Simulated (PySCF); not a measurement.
Cyclobutanemethanol, C₅H₁₀O.
Atom-mapped SMILES: `[OH:1][CH2:2][CH:3]1[CH2:4][CH2:5][CH2:6]1` (hydrogens: H7 on O1; H8, H9 on C2; H10 on C3; H11, H12 on C4; H13, H14 on C5; H15, H16 on C6)

The same species was optimised twice, with GFN2-xTB and with PBE0-D3(BJ)/def2-SVP (PySCF), and the same property calculations (PySCF, gas phase) were run on both structures.

```json
{"coordinate": "C2–C3 (Å)", "GFN2-xTB": "1.524", "PBE0-D3(BJ)/def2-SVP": "1.512", "change": "-0.012"}
{"coordinate": "O1–C2 (Å)", "GFN2-xTB": "1.409", "PBE0-D3(BJ)/def2-SVP": "1.402", "change": "-0.007"}
{"coordinate": "C3–C4 (Å)", "GFN2-xTB": "1.542", "PBE0-D3(BJ)/def2-SVP": "1.546", "change": "+0.004"}
{"coordinate": "C4–C5 (Å)", "GFN2-xTB": "1.536", "PBE0-D3(BJ)/def2-SVP": "1.540", "change": "+0.004"}
{"coordinate": "C5–C6 (Å)", "GFN2-xTB": "1.537", "PBE0-D3(BJ)/def2-SVP": "1.540", "change": "+0.003"}
{"coordinate": "C3–C6 (Å)", "GFN2-xTB": "1.539", "PBE0-D3(BJ)/def2-SVP": "1.542", "change": "+0.003"}
{"coordinate": "C2–C3–C6 (°)", "GFN2-xTB": "116.6", "PBE0-D3(BJ)/def2-SVP": "119.2", "change": "+2.6"}
{"coordinate": "C2–C3–C4 (°)", "GFN2-xTB": "116.5", "PBE0-D3(BJ)/def2-SVP": "118.5", "change": "+2.0"}
{"coordinate": "C4–C5–C6 (°)", "GFN2-xTB": "89.7", "PBE0-D3(BJ)/def2-SVP": "88.6", "change": "-1.1"}
{"coordinate": "C4–C3–C6 (°)", "GFN2-xTB": "89.4", "PBE0-D3(BJ)/def2-SVP": "88.3", "change": "-1.1"}
{"coordinate": "C3–C4–C5 (°)", "GFN2-xTB": "89.5", "PBE0-D3(BJ)/def2-SVP": "88.4", "change": "-1.1"}
{"coordinate": "C3–C6–C5 (°)", "GFN2-xTB": "89.6", "PBE0-D3(BJ)/def2-SVP": "88.6", "change": "-1.0"}
{"coordinate": "O1–C2–C3 (°)", "GFN2-xTB": "112.5", "PBE0-D3(BJ)/def2-SVP": "112.8", "change": "+0.3"}
{"coordinate": "O1–C2–C3–C4 (°)", "GFN2-xTB": "75", "PBE0-D3(BJ)/def2-SVP": "68", "change": "-7"}
```

Rotational constants: A = 8282, B = 2259, C = 1945 MHz (GFN2-xTB) against A = 8337, B = 2253, C = 1929 MHz (PBE0-D3(BJ)/def2-SVP). Point groups within 0.08 Å: C1 and C1.

On the GFN2-xTB structure: lowest singlet, TDDFT (eV) 7.01 [CAM-B3LYP/def2-SVPD]; lowest triplet, Tamm–Dancoff (eV) 6.70 [CAM-B3LYP/def2-SVPD]; isotropic polarisability (au) 62.3 [CAM-B3LYP/def2-SVPD]; HOMO (eV) -9.22 [CAM-B3LYP/def2-SVPD]; LUMO (eV) 1.28 [CAM-B3LYP/def2-SVPD]; dipole (D) 1.90 [CAM-B3LYP/def2-SVPD]; HOMO (eV) -7.59 [PBE0/pcSseg-1]; LUMO (eV) 1.34 [PBE0/pcSseg-1]; dipole (D) 1.74 [PBE0/pcSseg-1]; GIAO shielding of O1 (ppm) 299.7 [PBE0/pcSseg-1]; GIAO shielding of C2 (ppm) 111.6 [PBE0/pcSseg-1]; GIAO shielding of C3 (ppm) 149.6 [PBE0/pcSseg-1]; GIAO shielding of C4/C6 (mean) (ppm) 162.8 [PBE0/pcSseg-1]; GIAO shielding of C5 (ppm) 169.8 [PBE0/pcSseg-1].

Question: What do these properties become on the PBE0-D3(BJ)/def2-SVP structure?

Answer: 
```
                                    property                level  on GFN2-xTB  on PBE0-D3(BJ)/def2-SVP  change
                  lowest singlet, TDDFT (eV)  CAM-B3LYP/def2-SVPD         7.01                     7.04   +0.03
           lowest triplet, Tamm–Dancoff (eV)  CAM-B3LYP/def2-SVPD         6.70                     6.73   +0.03
               isotropic polarisability (au)  CAM-B3LYP/def2-SVPD         62.3                     63.4    +1.1
                                   HOMO (eV)  CAM-B3LYP/def2-SVPD        -9.22                    -9.26   -0.04
                                   LUMO (eV)  CAM-B3LYP/def2-SVPD         1.28                     1.27   -0.01
                                  dipole (D)  CAM-B3LYP/def2-SVPD         1.90                     1.85   -0.05
energy, GFN2-xTB geometry as zero (kcal/mol)  CAM-B3LYP/def2-SVPD          0.0                     -0.7    -0.7
                                   HOMO (eV)        PBE0/pcSseg-1        -7.59                    -7.64   -0.05
                                   LUMO (eV)        PBE0/pcSseg-1         1.34                     1.34    0.00
                                  dipole (D)        PBE0/pcSseg-1         1.74                     1.69   -0.05
energy, GFN2-xTB geometry as zero (kcal/mol)        PBE0/pcSseg-1          0.0                     -1.0    -1.0
                  GIAO shielding of O1 (ppm)        PBE0/pcSseg-1        299.7                    301.7    +2.0
                  GIAO shielding of C2 (ppm)        PBE0/pcSseg-1        111.6                    112.5    +0.9
                  GIAO shielding of C3 (ppm)        PBE0/pcSseg-1        149.6                    145.4    -4.2
        GIAO shielding of C4/C6 (mean) (ppm)        PBE0/pcSseg-1        162.8                    158.0    -4.8
                  GIAO shielding of C5 (ppm)        PBE0/pcSseg-1        169.8                    164.5    -5.3
```

The heavy atoms differ by 0.085 Å rms after alignment. Among bonds between heavy atoms C2–C3 changes most (-0.012 Å). Changes are differences of the printed values. Neither structure is proved a minimum here.

The values belong to the conformer `[OH:1][CH2:2][CH:3]1[CH2:4][CH2:5][CH2:6]1`: O1–C2–C3–C4 68°, H–O1–C2–C3 -58°.
